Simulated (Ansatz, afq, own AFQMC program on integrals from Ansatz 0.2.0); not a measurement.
AlC, quartet: AFQMC among the cluster methods

```xyz
2

Al    0.0000    0.0000    0.0000
C     0.0000    0.0000    3.1220
```

Basis cc-pVDZ. Only valence electrons are correlated. Ansatz 0.2.0 and our own AFQMC program on the same integrals; the CISD trial comes from CCSD amplitudes, and released means the phaseless constraint is let go. Error bars are statistical, one sigma.

Determinant: UHF, the one that the program's search chose, which needn't be the lowest solution. The geometry is a point of a scan.

Full CI on the same integrals is exact in this basis and with this determinant's frozen core.

Cautions: lower spins were not checked; strong correlation (T1 0.052, weight of the determinant 0.84, largest double 0.10); the released energies have errors that jump between times, so the bars are unsure, so no released level is given (meV from the phaseless value at times in 1/Eh: 5 ± 14 at 0.24, -36 ± 21 at 0.51, -21 ± 5 at 0.99, -37 ± 5 at 1.62, 1 ± 33 at 2.40).

- T1 diagnostic: 0.0525
- weight of the determinant in the CISD state: 0.844
- ⟨S²⟩ of the determinant: 3.784
- size of the correlated space: 7 electrons in 26 orbitals

Reference: full CI, correlation energy -3.856 eV.

| level | E − E(reference) (kJ/mol) | share of correlation (%) |
| --- | --- | --- |
| HF | 372.0 | 0.00 |
| MP2 | 120.3 | 67.65 |
| CCSD | 21.6 | 94.20 |
| CCSD(T) | 10.8 | 97.10 |
| CCSDT | 2.1 | 99.45 |
| CCSDT(Q) | -0.8 | 100.22 |
| CCSDTQ | 0.0 | 99.99 |
| ph-AFQMC/HF | 28.5 ± 2.2 | 92.34 |
| ph-AFQMC/CISD | 8.2 ± 0.4 | 97.79 |

CCSDT and higher add their correlation energy to the determinant of the CCSD(T) run, since their own runs factorise the integrals more tightly (a shift of under 2 meV). A walk keeps the symmetry of its determinant, which the program's search chose and which needn't be the lowest solution, so a lower state of the same spin and another symmetry isn't excluded.
